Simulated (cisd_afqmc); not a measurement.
Input (AFQMC/CISD/cc-pV(D+d)Z; cisd_afqmc is a phaseless AFQMC code with CISD trial states that reads the integrals written by Ansatz): A basis named .json is the Basis Set Exchange file of that set.

Ansatz 0.2 input:
```python
import cisd_afqmc

open("ham.yaml", "w").write("""\
crystal:
  periodic: [false, false, false]
  atoms:
    - {symbol: O, position_ang: [0.02204159, 1.10436371, -0.00118827]}
    - {symbol: H, position_ang: [-0.92327012, 1.31460394, 0.01604549]}
    - {symbol: Cl, position_ang: [0.04393750, -0.59703021, -0.00038467]}
basis:
  gaussian:
    orbitals: cc-pV_D+d_Z.json
magnetization: {spin_polarized: false}
correlation: {method: ccsd, electrons: outside_noble_gas, hamiltonian_folder: ham}
""")
rep = cisd_afqmc.ansatz("ham.yaml")
e_ccsd = rep["correlation"]["coupled_cluster"]["energy"]["hartree"]
out = cisd_afqmc.run("ham", e_ccsd, trial="CISD", walkers=200, populations=8, threads=8, dt=0.005, steps=40, early=24, settle=10, least=32,
    cut=5e-5, rank_cut=2e-4, target=0.0004, seconds=1500, seed=1, memory=17280, gpu=False)
```

Output:

```
orbitals 36, occupied [7], factors 207 of 412, rank of the doubles 111 of 203
E(HF) = -534.875424
E(CCSD) on the cut factors = -535.227882, shift to the whole factors -0.000008
Energy of the trial state on the determinant = -535.227845
  tau behind 7.2 of longer steps, mean of the populations' last blocks
   2.0  -535.23699
   4.0  -535.23818
   6.0  -535.23995
   8.0  -535.23783
  10.0  -535.23756
blocks 324 (0 outliers left out), error by blocks joined: 1: 0.00023, 2: 0.00028, 4: 0.00034, 8: 0.00038, 16: 0.00040
E(AFQMC/CISD) = -535.23835 +/- 0.00040
```
